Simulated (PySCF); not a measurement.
Compound: C4H8P2.
SMILES: `C=C[C@@H]1CP1P`

Computed, not measured: PySCF, TDDFT PBE0/def2-SVPD, vertical, gas phase, core orbitals frozen in the response. One conformer (not necessarily the lowest) at the GFN2-xTB geometry, without solvent, vibrations or thermal averaging.

Broadening: Gaussians 0.4 eV wide at half height, area fixed by f = 4.319×10⁻⁹ ∫ε dν̃. The cross-section is σ = 3.8235×10⁻²¹ ε cm², given in Mb (10⁻¹⁸ cm²). The width is an assumption, not a result. The curve ends short of the highest state used, and states not computed would add to its high-energy end.

```csv
E (eV),σ (Mb)
4.68,0.02
4.72,0.05
4.75,0.09
4.78,0.15
4.81,0.24
4.84,0.39
4.87,0.61
4.91,1.05
4.94,1.53
4.97,2.15
5.00,2.94
5.03,3.88
5.07,5.38
5.10,6.62
5.13,7.91
5.16,9.18
5.19,10.34
5.23,11.60
5.26,12.26
5.29,12.64
5.32,12.74
5.35,12.63
5.39,12.25
5.42,11.95
5.45,11.77
5.48,11.87
5.51,12.41
5.54,13.56
5.58,16.40
5.61,19.76
5.64,24.39
5.67,30.44
5.70,37.97
5.74,50.21
5.77,60.72
5.80,71.89
5.83,83.11
5.86,93.64
5.90,105.32
5.93,111.43
5.96,114.75
5.99,115.08
6.02,112.54
6.06,105.42
```

(1) Where are the band maxima, and which computed states make them?

(2) On this curve, what absorbance would a 10⁻⁴ mol/L sample give at 222 nm over a 1 cm path?

(3) Coming from long wavelengths, where does ε first pass 100 L mol⁻¹ cm⁻¹?

Answers

(1) 233 nm (5.32 eV), ε about 3300, made up of S1 (90%); 207 nm (5.98 eV), ε about 30000, made up of S3 (76%) and S4 (21%) (ε in L mol⁻¹ cm⁻¹; maxima over ε = 5, shares over 10%). The states used: S1 5.28 eV (f 0.046); S2 5.62 eV (f 0.022); S3 5.96 eV (f 0.340); S4 6.02 eV (f 0.098); S5 6.30 eV (f 0.040); S6 6.31 eV (f 0.016); S7 6.46 eV (f 0.147); S8 6.66 eV (f 0.040).

(2) 222 nm is 5.585 eV, where ε is about 4400 L mol⁻¹ cm⁻¹, so A = ε c l ≈ 0.44 (Beer–Lambert, with the gas-phase spectrum and the assumed width).

(3) At about 256 nm (4.84 eV), 0.44 eV below S1.

Time: 21 s of wall time; peak memory 0.78 GiB. Hardware: an Arm Neoverse V2 with one thread, shared host.
